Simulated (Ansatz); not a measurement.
# AlCCl (singlet): from Hartree-Fock to the top rungs at a displaced geometry (v1), cc-pVDZ

An exercise on one series of results from a longer session: the logs are not shown, and one member is left open.

The runs use Ansatz 0.2.0, Gaussian basis; cc-pVDZ, core rule «outside noble gas», up to 11 orbitals frozen.

To be run: UHF; CCSD(T) on RHF; CCSD(T) on UHF; BCCD(T) on RHF; CISD; CCSDT(Q) on RHF; CCSDT(Q) on UHF.

10 further runs of the same task are left out: 5 that didn't finish, 5 set aside as unsound or not needed. Runs told in other sessions of the task aren't counted.

### The system

The geometry is a PBE0/def2-TZVP stationary point (not a proven minimum) with its atoms shifted at random (size 0.040 Å).

3 atoms, charge 0, spin multiplicity 1.

Atoms are counted from 1 here; the program's logs count them from 0.

Bond lengths: Al1–C2 1.918 Å, C2–Cl3 1.659 Å. Angles: Al1–C2–Cl3 150.3°.

Set-up of the first run:

Input file in.yaml:

```yaml
crystal:
  periodic: [false, false, false]
  atoms:
    - {symbol: Al, position_ang: [-0.022311, -0.102376, 1.945861]}
    - {symbol: C, position_ang: [-0.023144, 0.380392, 0.089836]}
    - {symbol: Cl, position_ang: [0.024820, -0.050955, -1.511334]}
basis:
  gaussian: {orbitals: cc-pVDZ}
magnetization: {spin_polarized: true, initial_magnetization: 0}
hamiltonian: {xc: hf}
output: {orbitals: {seedname: orbitals}}
```

The run is started by

```sh
ansatz run in.yaml --threads 1 --pin off --events-out ev --progress --plain --max-ram 2393MiB
```

Steps of the session up to this table: UHF; CCSD(T) on RHF; CCSD(T) on UHF; BCCD(T) on RHF; CISD; CCSDT(Q) on RHF; CCSDT(Q) on UHF.

One table of the session follows, with a row left open; its other results are not shown here.

It belongs to the step «Misses and costs». 

```
   method  from RCCSDT(Q) (kJ/mol)
      RHF                   +919.1
      UHF                        ?
     RMP2                   +165.0
     UMP2                   +107.0
     CISD                   +166.2
    RCCSD                    +58.0
    UCCSD                     -8.6
 RCCSD(T)                    +18.5
 UCCSD(T)                    -41.1
  BCCD(T)                    +18.3
   RCCSDT                     +8.4
   UCCSDT                    -64.6
RCCSDT(Q)                        0
UCCSDT(Q)                    -75.7
```

Q: Estimate the row for UHF from the others.

**Answer.** from RCCSDT(Q) (kJ/mol): +799.3. In the column «from RCCSDT(Q) (kJ/mol)» it lies between CISD (+166.2) and RHF (+919.1).

The RHF row is the lowest such solution found; the determinant under the restricted MP2 and coupled-cluster rows lies 0.10 eV higher.

To keep in mind: The determinant of HF (⟨S²⟩ 1.15) is far from a pure spin state, so its energy mixes those of several spin states; that is harmless only where they are near-degenerate. The determinant of CCSD(T) (⟨S²⟩ 1.15) is far from a pure spin state, so its energy mixes those of several spin states; high orders of coupled cluster remove much of that, low ones don't. The determinant of CCSDT(Q) (⟨S²⟩ 1.15) is far from a pure spin state, so its energy mixes those of several spin states; high orders of coupled cluster remove much of that, low ones don't. The program flags UCCSD(T), UCCSDT(Q) as in doubt, so read those rows with care; the flags are large difference. Warnings: restricted reference is unstable; spin contamination; coupled cluster took another determinant than the lowest; large T1 diagnostic. Restricted and unrestricted rows rest on different reference determinants; a gap between their highest levels can come from leftover correlation error, from unlike frozen cores or from another state.
